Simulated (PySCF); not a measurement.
difluorosilane, F2H2Si, SMILES F[SiH2]F, point group C2v.

Force field and properties: B3LYP/pcSseg-2 (PySCF, grid level 2). Vibrational terms come from second-order perturbation theory with semi-diagonal cubic constants, by steps of ±0.6 along the normal coordinates of each isotopologue. The parent has the commonest isotopes.

Equilibrium geometry (Å):

```
atom        x        y        z
  F1  -1.2470  -0.9207  -0.0465
 Si2   0.0055   0.0578  -0.0043
  F3   1.3139  -0.8062  -0.2688
  H4  -0.1324   1.0382  -1.0896
  H5   0.0944   0.6423   1.3404
```

(1) Give the equilibrium and ground-state rotational constants (MHz) of parent; ²H at 4.

(2) How is the parent's vibrational correction B0 − Be made up?

(3) And its quartic centrifugal distortion constants from the harmonic force field?

Answers

(1) 
```
species     Ae      Be      Ce     A0      B0      C0  Δ0 (u Å²)  harmonic ZPE (cm⁻¹)
 parent  24515  7660.5  6283.8  24385  7641.7  6255.1     -6.064                 5045
²H at 4  21247  7507.2  6144.5  21141  7486.7  6116.8     -8.788                 4505
```

Δ0 = Ic − Ia − Ib from the ground-state constants.

(2) 
| axis | harmonic | Coriolis | cubic | total (MHz) |
| --- | --- | --- | --- | --- |
| a | 117 | -13.8 | -233 | -129 |
| b | 17.7 | -1.08 | -35.4 | -18.8 |
| c | 6.66 | -1.41 | -33.9 | -28.7 |

(3) Asymmetric top, A reduction, Ir representation: ΔJ = 7.56 kHz, ΔJK = -58.4 kHz, ΔK = 311 kHz, δJ = 2.35 kHz, δK = 12.4 kHz.
